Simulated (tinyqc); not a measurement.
Worked calculation: coupled-perturbed Hartree-Fock on RHF in the sto-6g basis, for H2F+, spin multiplicity 1. One step of it, computed by the program tinyqc.

Task: Iteration 1: building the Fock matrix. J_ij = sum D_kl (ij|kl), K_ij = sum D_kl (ik|jl); F = H + J - 0.5 K; E = tr D H + tr D J / 2 - 0.25 tr D K + E_nn.

D at the start, order 1F 1s, 1F 2s, 1F 2px, 1F 2py, 1F 2pz, 2H 1s, 3H 1s:
```
[[2.120538, -0.529546, 0.000000, 0.000000, -0.021369, 0.048784, 0.048784],
 [-0.529546, 2.321692, 0.000000, 0.000000, 0.122408, -0.205339, -0.205339],
 [0.000000, 0.000000, 2.000000, 0.000000, 0.000000, 0.000000, 0.000000],
 [0.000000, 0.000000, 0.000000, 2.122545, 0.000000, -0.198711, 0.198711],
 [-0.021369, 0.122408, 0.000000, 0.000000, 2.070604, -0.138192, -0.138192],
 [0.048784, -0.205339, 0.000000, -0.198711, -0.138192, 0.044626, 0.007419],
 [0.048784, -0.205339, 0.000000, 0.198711, -0.138192, 0.007419, 0.044626]]
```

core Hamiltonian H = T + V (hartree), order 1F 1s, 1F 2s, 1F 2px, 1F 2py, 1F 2pz, 2H 1s, 3H 1s:
```
[[-41.320087, -9.217213, 0.000000, 0.000000, -0.012293, -1.094476, -1.094476],
 [-9.217213, -11.287456, 0.000000, 0.000000, -0.144314, -2.624338, -2.624338],
 [0.000000, 0.000000, -9.077625, 0.000000, 0.000000, 0.000000, 0.000000],
 [0.000000, 0.000000, 0.000000, -9.148803, 0.000000, -1.409757, 1.409757],
 [-0.012293, -0.144314, 0.000000, 0.000000, -9.127338, -1.213234, -1.213234],
 [-1.094476, -2.624338, 0.000000, -1.409757, -1.213234, -4.731917, -0.986546],
 [-1.094476, -2.624338, 0.000000, 1.409757, -1.213234, -0.986546, -4.731917]]
```

Two-electron integrals (ij|kl) in chemists' order, unique and non-zero (hartree):
```
(11|11) 5.406240    (21|11) 0.768129    (21|21) 0.138909    (22|11) 1.266271
(22|21) 0.283987    (22|22) 0.926367    (31|31) 0.029452    (32|31) 0.044681
(32|32) 0.204753    (33|11) 1.266273    (33|21) 0.283987    (33|22) 0.926366
(33|33) 0.998085    (41|41) 0.029452    (42|41) 0.044681    (42|42) 0.204753
(43|43) 0.053789    (44|11) 1.266273    (44|21) 0.283987    (44|22) 0.926366
(44|33) 0.890506    (44|44) 0.998085    (51|51) 0.029452    (52|51) 0.044681
(52|52) 0.204753    (53|53) 0.053789    (54|54) 0.053789    (55|11) 1.266273
(55|21) 0.283987    (55|22) 0.926366    (55|33) 0.890506    (55|44) 0.890506
(55|55) 0.998085    (61|11) 0.096435    (61|21) 0.016728    (61|22) 0.033488
(61|33) 0.033432    (61|41) 0.000559    (61|42) 0.001097    (61|44) 0.033531
(61|51) 0.000467    (61|52) 0.000917    (61|54) 0.000083    (61|55) 0.033501
(61|61) 0.002048    (62|11) 0.257564    (62|21) 0.058696    (62|22) 0.215286
(62|33) 0.212193    (62|41) 0.003276    (62|42) 0.025260    (62|44) 0.217657
(62|51) 0.002738    (62|52) 0.021111    (62|54) 0.004566    (62|55) 0.216009
(62|61) 0.007079    (62|62) 0.063509    (63|31) 0.006339    (63|32) 0.036908
(63|43) 0.005214    (63|53) 0.004358    (63|63) 0.009041    (64|11) 0.139429
(64|21) 0.032206    (64|22) 0.126225    (64|33) 0.121027    (64|41) 0.007871
(64|42) 0.050602    (64|44) 0.134497    (64|51) 0.001281    (64|52) 0.011445
(64|54) 0.006900    (64|55) 0.123151    (64|61) 0.004042    (64|62) 0.045701
(64|64) 0.041603    (65|11) 0.116524    (65|21) 0.026916    (65|22) 0.105489
(65|33) 0.101145    (65|41) 0.001281    (65|42) 0.011445    (65|44) 0.103687
(65|51) 0.007409    (65|52) 0.046472    (65|54) 0.007339    (65|55) 0.111635
(65|61) 0.003378    (65|62) 0.038193    (65|64) 0.027213    (65|65) 0.031784
(66|11) 0.440848    (66|21) 0.102340    (66|22) 0.432571    (66|33) 0.419077
(66|41) 0.006655    (66|42) 0.072640    (66|44) 0.442911    (66|51) 0.005562
(66|52) 0.060707    (66|54) 0.019918    (66|55) 0.435724    (66|61) 0.012411
(66|62) 0.170596    (66|64) 0.142107    (66|65) 0.118762    (66|66) 0.774999
(71|11) 0.096435    (71|21) 0.016728    (71|22) 0.033488    (71|33) 0.033432
(71|41) -0.000559   (71|42) -0.001097   (71|44) 0.033531    (71|51) 0.000467
(71|52) 0.000917    (71|54) -0.000083   (71|55) 0.033501    (71|61) 0.002025
(71|62) 0.006895    (71|64) 0.003622    (71|65) 0.003293    (71|66) 0.012014
(71|71) 0.002048    (72|11) 0.257564    (72|21) 0.058696    (72|22) 0.215286
(72|33) 0.212193    (72|41) -0.003276   (72|42) -0.025260   (72|44) 0.217657
(72|51) 0.002738    (72|52) 0.021111    (72|54) -0.004566   (72|55) 0.216009
(72|61) 0.006895    (72|62) 0.052121    (72|64) 0.025908    (72|65) 0.030509
(72|66) 0.113900    (72|71) 0.007079    (72|72) 0.063509    (73|31) 0.006339
(73|32) 0.036908    (73|43) -0.005214   (73|53) 0.004358    (73|63) 0.007194
(73|73) 0.009041    (74|11) -0.139429   (74|21) -0.032206   (74|22) -0.126225
(74|33) -0.121027   (74|41) 0.007871    (74|42) 0.050602    (74|44) -0.134497
(74|51) -0.001281   (74|52) -0.011445   (74|54) 0.006900    (74|55) -0.123151
(74|61) -0.003622   (74|62) -0.025908   (74|64) -0.006064   (74|65) -0.014880
(74|66) -0.052257   (74|71) -0.004042   (74|72) -0.045701   (74|74) 0.041603
(75|11) 0.116524    (75|21) 0.026916    (75|22) 0.105489    (75|33) 0.101145
(75|41) -0.001281   (75|42) -0.011445   (75|44) 0.103687    (75|51) 0.007409
(75|52) 0.046472    (75|54) -0.007339   (75|55) 0.111635    (75|61) 0.003293
(75|62) 0.030509    (75|64) 0.014880    (75|65) 0.024783    (75|66) 0.073363
(75|71) 0.003378    (75|72) 0.038193    (75|74) -0.027213   (75|75) 0.031784
(76|11) 0.087853    (76|21) 0.020286    (76|22) 0.082356    (76|33) 0.080656
(76|44) 0.081877    (76|51) 0.001420    (76|52) 0.013725    (76|55) 0.084534
(76|61) 0.002427    (76|62) 0.025460    (76|64) 0.016060    (76|65) 0.017507
(76|66) 0.078644    (76|71) 0.002427    (76|72) 0.025460    (76|74) -0.016060
(76|75) 0.017507    (76|76) 0.013647    (77|11) 0.440848    (77|21) 0.102340
(77|22) 0.432571    (77|33) 0.419077    (77|41) -0.006655   (77|42) -0.072640
(77|44) 0.442911    (77|51) 0.005562    (77|52) 0.060707    (77|54) -0.019918
(77|55) 0.435724    (77|61) 0.012014    (77|62) 0.113900    (77|64) 0.052257
(77|65) 0.073363    (77|66) 0.289751    (77|71) 0.012411    (77|72) 0.170596
(77|74) -0.142107   (77|75) 0.118762    (77|76) 0.078644    (77|77) 0.774999
```

nuclear repulsion = 8.34999796 hartree

Give: Coulomb J; exchange K; Fock matrix F; total energy of this density.

Result:

Coulomb J (hartree), order 1F 1s, 1F 2s, 1F 2px, 1F 2py, 1F 2pz, 2H 1s, 3H 1s:
```
[[21.1054, 3.8238, 0.0000, 0.0000, 0.0029, 0.4630, 0.4630],
 [3.8238, 9.9832, 0.0000, 0.0000, 0.0019, 2.2420, 2.2420],
 [0.0000, 0.0000, 9.9841, 0.0000, 0.0000, 0.0000, 0.0000],
 [0.0000, 0.0000, 0.0000, 9.9828, 0.0000, 1.2896, -1.2896],
 [0.0029, 0.0019, 0.0000, 0.0000, 9.9826, 1.0770, 1.0770],
 [0.4630, 2.2420, 0.0000, 1.2896, 1.0770, 4.3297, 0.8338],
 [0.4630, 2.2420, 0.0000, -1.2896, 1.0770, 0.8338, 4.3297]]
```

exchange K (hartree), order 1F 1s, 1F 2s, 1F 2px, 1F 2py, 1F 2pz, 2H 1s, 3H 1s:
```
[[11.1601, 1.8077, 0.0000, 0.0000, 0.0010, 0.2368, 0.2368],
 [1.8077, 3.2219, 0.0000, 0.0000, 0.0073, 0.6277, 0.6277],
 [0.0000, 0.0000, 2.6775, 0.0000, 0.0000, 0.0000, 0.0000],
 [0.0000, 0.0000, 0.0000, 2.6808, 0.0000, 0.2716, -0.2716],
 [0.0010, 0.0073, 0.0000, 0.0000, 2.6778, 0.2257, 0.2257],
 [0.2368, 0.6277, 0.0000, 0.2716, 0.2257, 0.1952, 0.1209],
 [0.2368, 0.6277, 0.0000, -0.2716, 0.2257, 0.1209, 0.1952]]
```

Fock matrix F (hartree), order 1F 1s, 1F 2s, 1F 2px, 1F 2py, 1F 2pz, 2H 1s, 3H 1s:
```
[[-25.7947, -6.2972, 0.0000, 0.0000, -0.0099, -0.7498, -0.7498],
 [-6.2972, -2.9152, 0.0000, 0.0000, -0.1461, -0.6961, -0.6961],
 [0.0000, 0.0000, -0.4323, 0.0000, 0.0000, 0.0000, 0.0000],
 [0.0000, 0.0000, 0.0000, -0.5064, 0.0000, -0.2560, 0.2560],
 [-0.0099, -0.1461, 0.0000, 0.0000, -0.4837, -0.2491, -0.2491],
 [-0.7498, -0.6961, 0.0000, -0.2560, -0.2491, -0.4998, -0.2132],
 [-0.7498, -0.6961, 0.0000, 0.2560, -0.2491, -0.2132, -0.4998]]
```

total energy of this density = -98.815895 hartree
